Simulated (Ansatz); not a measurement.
Structure relaxation of Nb

All numbers below come from Ansatz, DFT PBEsol, scalar-relativistic, plane waves, PAW. Cutoff 420 eV, Γ-centred k mesh, Gaussian smearing, no spin polarisation in the final step.

Nb was placed on the alpha-gallium structure type (Cmce, No. 64), at a guessed volume.

```yaml
crystal:
  lattice:
    - [2.24633, -3.80712, 0.00000]
    - [2.24633, 3.80712, 0.00000]
    - [0.00000, 0.00000, 4.49864]
  atoms:
    - { symbol: Nb, position: [0.15250, 0.84750, 0.07850] }
    - { symbol: Nb, position: [0.65250, 0.34750, 0.42150] }
    - { symbol: Nb, position: [0.84750, 0.15250, 0.92150] }
    - { symbol: Nb, position: [0.34750, 0.65250, 0.57850] }
```

Cell and atoms relax at zero pressure; the relaxation can't lower the symmetry of the start. After a coarse first stage the cell is made exact in the group found at 0.06 Å.

Energies count from the standard state of Nb at the same level.

Which crystal results?

It ends in Fmmm (No. 69). Conventional cell: a = 3.184 Å, b = 4.573 Å, c = 10.021 Å. Nb has 7 Nb at 2.71–2.80 Å and 4 Nb at 3.18–3.24 Å.

```cif
data_structure
_symmetry_space_group_name_H-M 'Fmmm'
_symmetry_Int_Tables_number 69
_cell_length_a 3.1845
_cell_length_b 4.5731
_cell_length_c 10.0208
_cell_angle_alpha 90.000
_cell_angle_beta 90.000
_cell_angle_gamma 90.000
_cell_volume 145.93
loop_
_atom_site_label
_atom_site_type_symbol
_atom_site_symmetry_multiplicity
_atom_site_Wyckoff_symbol
_atom_site_fract_x
_atom_site_fract_y
_atom_site_fract_z
_atom_site_occupancy
Nb1 Nb 8 i 0.00000 0.00000 0.13517 1
```

What are its volume, energy, density and gap?

The volume per atom is 18.24 Å³. The density is 8.46 g/cm³. The energy over the standard structure is 0.36 eV/atom and the gap on the 22×22×22 mesh is 0 eV (a metal).

The final run used a 22×22×22 mesh on its 2-atom cell and 0.10 eV smearing. For metals, differences of a few meV/atom aren't resolved. A structure relaxed within its symmetry needn't be a true minimum.